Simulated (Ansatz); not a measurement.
Input file:

```yaml
crystal:
  periodic: [false, false, false]
  atoms:
    - {symbol: Al, position_ang: [0.000000, -0.173920, 1.482405]}
    - {symbol: Al, position_ang: [0.000000, 0.173920, -1.482405]}
    - {symbol: H, position_ang: [0.000000, 1.296036, 2.586091]}
    - {symbol: H, position_ang: [0.000000, -1.296036, -2.586091]}
basis:
  gaussian: {orbitals: 6-31G}
magnetization: {spin_polarized: false, initial_magnetization: 1}
correlation: {method: mp2, electrons: valence}
accuracy: high
output: {forces: true}
```

```sh
$ ansatz run in.yaml --threads 1 --pin off --events-out ev --progress --plain --max-ram 2393MiB
```

(1) One thing in this input was set wrong on purpose, beside settings that are merely unusual. What is the gravest fault, and what does the program do?

Results:

(1) Multiplicity of wrong parity. How the run ends: refused.
```
Error: a molecule whose nuclei and cores have a total charge of 28 cannot have a net charge of 0 together with 1 unpaired electrons
```
